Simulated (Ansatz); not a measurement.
## HCN (hydrogen cyanide): entropy by statistical mechanics

A linear singlet with charge 0, relaxed at PBE0/aug-cc-pVTZ (Ansatz 0.2.0):

```xyz
3

C    -0.0057   -0.0247   -0.0057
N     0.2520    1.0607    0.2552
H    -0.2462   -1.0360   -0.2493
```

Harmonic wavenumbers in cm⁻¹: 769, 769, 2218, 3456.

Masses in u: C 12.011, N 14.007, H 1.008. Take T = 298.15 K, p = 1 bar, R = 8.3145 J/(mol K), kT/hc = 207.22 cm⁻¹, rigid rotor and harmonic oscillator.

Compute the standard molar entropy.


1. Translation (Sackur–Tetrode): S = R[3/2 ln M + 5/2 ln T − 1.1517] with M = 27.026 gives 150.0 J/(mol K).
2. Rotation: the moment of inertia is 11.241 u Å², so B = 16.8576/I = 1.4997 cm⁻¹; σ = 1; q = kT/(σhcB) = 138.2; S = R(ln q + 1) = 49.3.
3. Vibration: with u = ν̃/207.22, each mode gives R[u/(eᵘ − 1) − ln(1 − e⁻ᵘ)]; the sum is 2.0, most from 769 cm⁻¹ (1.0), 769 cm⁻¹ (1.0).
4. Electronic: R ln 1 = 0.0, from the spin multiplicity alone.
5. Sum: 150.0 + 49.3 + 2.0 + 0.0 = 201.3 J/(mol K).

The tabulated value is 201.8 J/(mol K) (CRC Handbook of Chemistry and Physics): the model is off by -0.5.
